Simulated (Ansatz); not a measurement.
System: F, net charge -1, singlet state.

Parts of the frozen-core correlation energy in cc-pVDZ (Ansatz, a quantum-chemistry and plane-wave program, hartree). Frozen orbitals: 1; correlated occupied orbitals by spin: 4 and 4; virtual: 9 and 9. No spin-orbit coupling. Non-relativistic.

```tsv
term	value
reference (HF)	-99.36598
MP2 opposite-spin	___
MP2 same-spin	___
CCSD correlation	___
(T)	-0.00061
FCI minus CCSD(T)	-0.00046
CCSDT minus CCSD(T)	-0.00002
CCSDT(Q) minus CCSD(T)	-0.00047
T1 diagnostic	0.001
largest doubles amplitude	0.050
```

Task: Complete the blanks.

Result: 
- MP2 opposite-spin, value: -0.13699
- MP2 same-spin, value: -0.05162
- CCSD correlation, value: -0.19186
